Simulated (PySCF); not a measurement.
**Highest orbital energy against ionisation energy along group 14**

Calculated with PySCF 2.14, no spin-orbit coupling. Each cell gives −ε(HOMO) / ΔSCF in eV; NIST values include spin-orbit coupling, (s) semi-empirical, (t) theoretical.

```csv
species,UHF,LDA,PBE,PBE0,r2SCAN,NIST (lowest levels)
"C (aug-cc-pVTZ, non-relativistic)",11.941 / 10.799,6.129 / 11.690,6.099 / 11.541,7.652 / 11.514,6.576 / 11.672,11.260
"Si (aug-cc-pV(T+d)Z, non-relativistic)",8.199 / 7.639,4.584 / 8.240,4.611 / 8.200,5.633 / 8.220,4.923 / 8.325,8.152
"Ge (aug-cc-pVTZ-PP with ECP10MDF, ECP)",7.887 / 7.404,4.382 / 7.964,4.360 / 7.845,5.365 / 7.888,4.675 / 8.018,7.899
"Sn (aug-cc-pVTZ-PP with ECP28MDF, ECP)",7.261 / 6.851,4.161 / 7.412,4.109 / 7.260,5.024 / 7.306,4.394 / 7.403,7.344
"Pb (aug-cc-pVTZ-PP with ECP60MDF, ECP)",6.935 / 6.567,4.000 / 7.163,3.915 / 6.980,4.791 / 7.017,4.190 / 7.095,7.417
```

Question: How far is −ε(HOMO) from ΔSCF on average for each method, and why?

Answer: UHF 0.59 eV; LDA -3.84 eV; PBE -3.75 eV; PBE0 -2.70 eV; r2SCAN -3.55 eV. Hartree-Fock orbital energies lack relaxation and so exceed the ΔSCF value; semilocal functionals have convex E(N) from self-interaction, so their HOMO lies far too high; exact exchange moves hybrids part of the way back.
